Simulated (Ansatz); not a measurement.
**CH4Si (SMILES [CH][SiH3]): levels of theory compared**

We compute a comparison of 6 runs (U-r2SCAN0/STO-3G, U-wB97M-V/STO-3G, UB2PLYP/STO-3G, UBHLYP/STO-3G, UBLYP/STO-3G, UCCSD(T)/STO-3G) of CH4Si. 

The calculation is run with Ansatz 0.2.0.

40 further runs of the same task are left out: 40 set aside as unsound or not needed.

## 1. Starting point

The species is CH4Si (6 atoms), meant as a triplet with charge 0. SMILES: `[CH][SiH3]`. The H3–C1 distance was set to 2.676 Å, away from the relaxed value. At this shape a bond of the SMILES string is far longer than usual.

Bond lengths: C1–Si2 1.808 Å, Si2–H4 1.473 Å, Si2–H5 1.473 Å, Si2–H6 1.464 Å. Angles: C1–Si2–H4 110.4°, C1–Si2–H5 110.4°, C1–Si2–H6 109.0°, H4–Si2–H5 108.7°, H4–Si2–H6 109.2°, H5–Si2–H6 109.2°.

## 2. A single-point energy at U-r2SCAN0/STO-3G (run 1)

job.yaml

```yaml
crystal:
  periodic: [false, false, false]
  atoms:
    - symbol: C
      position_ang: [-0.038555, 0.589800, 0.740030]
    - symbol: Si
      position_ang: [-0.964765, 1.846270, -0.173160]
    - symbol: H
      position_ang: [1.137890, -1.813490, 0.730980]
    - symbol: H
      position_ang: [-2.249985, 1.298770, -0.639190]
    - symbol: H
      position_ang: [-0.194415, 2.302940, -1.342090]
    - symbol: H
      position_ang: [-1.219485, 2.985560, 0.710600]
basis:
  gaussian:
    orbitals: STO-3G
accuracy: high
magnetization:
  spin_polarized: true
  initial_magnetization: 2
hamiltonian:
  xc: {name: r2SCAN0}
```

Command:

```console
ansatz run job.yaml --threads 1 --pin off --max-ram 2610MiB --events-out events.jsonl --progress --plain --runs-dir runs
```

The program printed:

```text
Warning: RAYON_NUM_THREADS=1 ignored (pool sized by the plan → 1); use --threads N
Functional definition: r2SCAN0
  name "r2SCAN0"
  parameter a = 0.25
  parameter k0 = 0.174
  parameter k1 = 0.065
  parameter a1 = 4.9479
  exchange = (1 - a)*r2scan_x(k0 = k0, k1 = k1, a1 = a1) + a*exact_x
  correlation = r2scan_c
311 factors; integrals over basis functions are off by at most 9.9e-9 eV
mean field evaluation 1: about -8860.5213 eV, gradient 1.4e1 eV
mean field evaluation 2: about -8852.4990 eV, gradient 1.6e1 eV
mean field evaluation 4: about -8861.2251 eV, gradient 1.1e1 eV
mean field evaluation 8: about -8864.3302 eV, gradient 5.0e-1 eV
mean field evaluation 16: about -8864.2995 eV, gradient 7.0e-4 eV
mean field evaluation 32: about -8864.2995 eV, gradient 1.6e-7 eV
mean field -8864.80464057 eV, -325.7755617607 hartree, gradient 3.5e-8 eV, S^2 2.958977; 2 other end points of the search recorded, 0 dependent functions left out
reference -8864.80464145 eV, -325.7755617928 hartree; 13, 11 occupied and 5, 7 virtual orbitals, 311 factors
Total energy: -8864.80464145 eV, -325.7755617928 hartree
```

Wall time 11 s (1 thread of Arm Neoverse V1, shared host); peak memory 0.23 GiB.

## 3. A single-point energy at U-wB97M-V/STO-3G (run 2)

input.yaml

```yaml
crystal:
  periodic: [false, false, false]
  atoms:
    - {symbol: C, position_ang: [-0.038555, 0.589800, 0.740030]}
    - {symbol: Si, position_ang: [-0.964765, 1.846270, -0.173160]}
    - {symbol: H, position_ang: [1.137890, -1.813490, 0.730980]}
    - {symbol: H, position_ang: [-2.249985, 1.298770, -0.639190]}
    - {symbol: H, position_ang: [-0.194415, 2.302940, -1.342090]}
    - {symbol: H, position_ang: [-1.219485, 2.985560, 0.710600]}
basis:
  gaussian: {orbitals: STO-3G}
magnetization: {spin_polarized: true, initial_magnetization: 2}
hamiltonian: {xc: {name: wB97M-V}}
accuracy: high
```

Command:

```console
ansatz run input.yaml --threads 1 --pin off --max-ram 2610MiB --events-out events.jsonl --progress --plain --runs-dir runs
```

The program printed (excerpt; [...] marks lines left out):

```text
Warning: RAYON_NUM_THREADS=1 ignored (pool sized by the plan → 1); use --threads N
Functional definition: wB97M-V
  name "wB97M-V"
[...]
  gx(w, u) = 1 - cx + cx01*u + cx10*w
  gss(w, u) = css00 + css04*u^4 + css10*w + css20*w^2 + css43*w^4*u^3
  gos(w, u) = cos00 + cos10*w + (cos20 + cos21*u)*w^2 + (cos60 + cos61*u)*w^6
[...]
      + integral(e_c_pw_mod_opposite_spin*gos(b97_w_opposite, b97_u_opposite)) + vv10(b, c)
311 factors; integrals over basis functions are off by at most 9.9e-9 eV
151 factors; integrals over basis functions are off by at most 1.6e-9 eV
[...]
mean field -8865.16508809 eV, -325.7888079626 hartree, gradient 4.2e-8 eV, S^2 2.153020; 4 other end points of the search recorded, 0 dependent functions left out
reference -8865.16509098 eV, -325.7888080688 hartree; 13, 11 occupied and 5, 7 virtual orbitals, 311 factors
Total energy: -8865.16509098 eV, -325.7888080688 hartree
```

Run time: 83 s. Hardware: 1 thread of Arm Neoverse V1, shared host; peak memory 0.5 GiB.

Run 3 isn't shown in full; the table further down has it.

## 4. A single-point energy at UBHLYP/STO-3G (run 4)

in.yaml

```yaml
crystal:
  periodic: [false, false, false]
  atoms:
    - {symbol: C, position_ang: [-0.038555, 0.589800, 0.740030]}
    - {symbol: Si, position_ang: [-0.964765, 1.846270, -0.173160]}
    - {symbol: H, position_ang: [1.137890, -1.813490, 0.730980]}
    - {symbol: H, position_ang: [-2.249985, 1.298770, -0.639190]}
    - {symbol: H, position_ang: [-0.194415, 2.302940, -1.342090]}
    - {symbol: H, position_ang: [-1.219485, 2.985560, 0.710600]}
basis:
  gaussian:
    orbitals: STO-3G
accuracy: high
hamiltonian:
  xc: {name: BHLYP}
magnetization:
  spin_polarized: true
  initial_magnetization: 2
```

Command:

```console
ansatz run in.yaml --threads 1 --pin off --max-ram 2610MiB --events-out events.jsonl --progress --plain --runs-dir runs
```

The program printed:

```text
Warning: RAYON_NUM_THREADS=1 ignored (pool sized by the plan → 1); use --threads N
Functional definition: BHLYP
  name "BHLYP"
  parameter a = 0.5
  exchange = (1 - a)*b88_x + a*exact_x
  correlation = lyp_c
311 factors; integrals over basis functions are off by at most 9.9e-9 eV
mean field evaluation 1: about -8860.6556 eV, gradient 1.4e1 eV
mean field evaluation 2: about -8855.8706 eV, gradient 1.8e1 eV
mean field evaluation 4: about -8864.4702 eV, gradient 3.0e0 eV
mean field evaluation 8: about -8864.8587 eV, gradient 5.1e-1 eV
mean field evaluation 16: about -8864.9007 eV, gradient 2.0e-4 eV
mean field evaluation 32: about -8865.0557 eV, gradient 3.7e-1 eV
mean field evaluation 64: about -8864.8933 eV, gradient 5.0e-1 eV
mean field -8865.05178803 eV, -325.7846442622 hartree, gradient 6.0e-8 eV, S^2 2.961104; 5 other end points of the search recorded, 0 dependent functions left out
reference -8865.05180852 eV, -325.7846450153 hartree; 13, 11 occupied and 5, 7 virtual orbitals, 311 factors
Total energy: -8865.05180852 eV, -325.7846450153 hartree
```

Wall time 6.3 s (1 thread of Arm Neoverse V1, shared host); peak memory 0.13 GiB.

Run 5 isn't shown in full; the table further down has it.

## 5. A single-point energy at UCCSD(T)/STO-3G (run 6)

run.yaml

```yaml
basis:
  gaussian:
    orbitals: STO-3G
crystal:
  periodic: [false, false, false]
  atoms:
    - {symbol: C, position_ang: [-0.038555, 0.589800, 0.740030]}
    - {symbol: Si, position_ang: [-0.964765, 1.846270, -0.173160]}
    - {symbol: H, position_ang: [1.137890, -1.813490, 0.730980]}
    - {symbol: H, position_ang: [-2.249985, 1.298770, -0.639190]}
    - {symbol: H, position_ang: [-0.194415, 2.302940, -1.342090]}
    - {symbol: H, position_ang: [-1.219485, 2.985560, 0.710600]}
scf:
  omitted_lower_state_checks: [cluster_reference, increment]
correlation:
  method: ccsd_t
  frozen_orbitals: {C: 1, H: 0, Si: 5}
accuracy: high
magnetization:
  spin_polarized: true
  initial_magnetization: 2
```

Command:

```console
ansatz run run.yaml --threads 1 --pin off --max-ram 2610MiB --events-out events.jsonl --progress --plain --runs-dir runs
```

The program printed:

```text
Warning: RAYON_NUM_THREADS=1 ignored (pool sized by the plan → 1); use --threads N
[... 16 lines left out ...]
6 core orbitals not correlated: weight in the atoms' cores, before any rotation towards them, 1.000 or more for the frozen orbitals, at most 0.000 for the correlated occupied ones
[... 56 lines left out ...]
Total energy: -8847.47489996 eV, -325.1387055395 hartree
Checks for a lower state left out: cluster_reference, increment
```

Wall time 0.5 s (1 thread of Arm Neoverse V1, shared host).

## 6. Overview of the runs

| run | level | frozen core orbitals | energy (Eh) | ⟨S²⟩ | wall time |
| --- | --- | --- | --- | --- | --- |
| 1 | U-r2SCAN0/STO-3G | – | -325.775562 | 2.959 | 11 s |
| 2 | U-wB97M-V/STO-3G | – | -325.788808 | 2.153 | 83 s |
| 3 | UB2PLYP/STO-3G | 6 | -325.593147 | 2.968 | 7.2 s |
| 4 | UBHLYP/STO-3G | – | -325.784645 | 2.961 | 6.3 s |
| 5 | UBLYP/STO-3G | – | -325.732100 | 2.332 | 5.4 s |
| 6 | UCCSD(T)/STO-3G | 6 | -325.138706 | 2.989 | 0.5 s |

## 7. Summary of results

| quantity | value |
| --- | --- |
| run 6: total energy | -325.13871 Eh |
| run 6: correlation energy (6 core orbitals frozen) | -72.4 mEh |
| run 6: (T) correction | -0.76 mEh |
| run 6: ⟨S²⟩ of the reference determinant | 2.989 |
| run 6: T1 diagnostic | 0.009 |

What this shows: Totals of different functionals can't be ranked against each other. In runs 1, 2, 3, 4, 5, 6 the basis is minimal, so the values are rough. Spin contamination of the reference: run 6 ⟨S²⟩ = 2.99, run 3 ⟨S²⟩ = 2.97, run 4 ⟨S²⟩ = 2.96, run 1 ⟨S²⟩ = 2.96, run 5 ⟨S²⟩ = 2.33, run 2 ⟨S²⟩ = 2.15. Where it is this large, the reference is a mixture of spin states, and values that rest on it are in doubt. All runs together took 1.9 min, the longest 83 s.
